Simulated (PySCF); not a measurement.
BF⁺, HF: how much the basis matters

PySCF, UHF reference; doublet, unpaired electrons σ ↑; De to B⁺ + F without counterpoise correction.

```json
{"basis": "6-311G(d,p)", "relativity": "no relativity", "functions": "36", "Re (Å)": "1.200", "ωe (cm⁻¹)": "1767", "De (eV)": "3.91", "μ (D)": "-3.75"}
{"basis": "aug-pcseg-1", "relativity": "no relativity", "functions": "46", "Re (Å)": "1.208", "ωe (cm⁻¹)": "1750", "De (eV)": "3.88", "μ (D)": "-3.75"}
{"basis": "cc-pVTZ", "relativity": "no relativity", "functions": "60", "Re (Å)": "1.198", "ωe (cm⁻¹)": "1798", "De (eV)": "4.18", "μ (D)": "-3.70"}
{"basis": "def2-TZVPPD", "relativity": "no relativity", "functions": "77", "Re (Å)": "1.198", "ωe (cm⁻¹)": "1797", "De (eV)": "4.18", "μ (D)": "-3.69"}
```

(1) How does each smaller set differ from the one with most functions, def2-TZVPPD?

A positive dipole points towards F; it is taken about the centre of mass and depends on that origin. For an ion De counts to the pair picked by the measured ionisation energies or electron affinities, which need not be the lowest pair at this level. Hartree–Fock leaves out correlation, which carries a large part of most bond energies and some tenths to 1 eV of ionisation energies. The state was picked by a PBE0 search and need not be the measured ground state.

Answers

(1) 6-311G(d,p): +0.2 pm, -1.7 % in ωe, -0.27 eV in De; aug-pcseg-1: +1.0 pm, -2.6 % in ωe, -0.30 eV in De; cc-pVTZ: +0.0 pm, +0.1 % in ωe, +0.00 eV in De. All at HF; the set with most functions is neither the basis-set limit nor always the best.
